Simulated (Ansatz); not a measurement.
Geometry optimisation, UKS PBE-D4/def2-SVP (Ansatz).

Input:

```yaml
crystal:
  periodic: [false, false, false]
  atoms:
    - { symbol: C, position_ang: [-0.8153, -1.02604, -0.57317] }
    - { symbol: Si, position_ang: [-0.16515, 0.58263, -0.24902] }
    - { symbol: S, position_ang: [1.41066, 0.41606, 1.21491] }
    - { symbol: H, position_ang: [-1.62644, -1.11004, -1.29966] }
    - { symbol: H, position_ang: [-0.11238, 2.0318, -0.44368] }
    - { symbol: H, position_ang: [1.30861, -0.89441, 1.35062] }
magnetization:
  spin_polarized: true
  initial_magnetization: 1
basis:
  gaussian: { orbitals: def2-SVP }
hamiltonian:
  xc: pbe
  dispersion: d4
relax:
  f_tol: 0.02
  max_steps: 50
output:
  orbitals: {}
```

Run as:

```bash
$ ansatz run input.yaml --threads 2 --pin off --max-ram 3072MiB --backend cpu --events-out ev --progress --plain --runs-dir out
```

Where does it end, and by what steps?

The run converged. After 12 steps the energy has fallen by 0.754 eV; C1 moved furthest, 0.54 Å.

```csv
step,energy less start (eV),largest force component (eV/Å),accepted
0,0.0000,1.527,yes
1,-0.3151,1.203,yes
2,-0.4447,1.653,yes
3,-0.5864,1.137,yes
4,-0.6813,1.150,yes
5,-0.6480,0.809,no
6,-0.7317,0.252,yes
7,-0.7469,0.153,yes
8,-0.7500,0.171,yes
9,-0.7435,0.656,no
10,-0.7524,0.112,yes
11,-0.7543,0.022,yes
12,-0.7545,0.007,yes
```

```xyz
6
Properties=species:S:1:pos:R:3
C -1.028 -0.594 -0.826
Si -0.073 0.617 -0.149
S 1.498 0.371 1.295
H -1.548 -1.480 -1.192
H -0.216 2.071 -0.455
H 1.366 -0.985 1.327
```

Time of the run: 25 s on 2 threads of Arm Neoverse V1, on a shared host, peak memory 0.16 GiB.
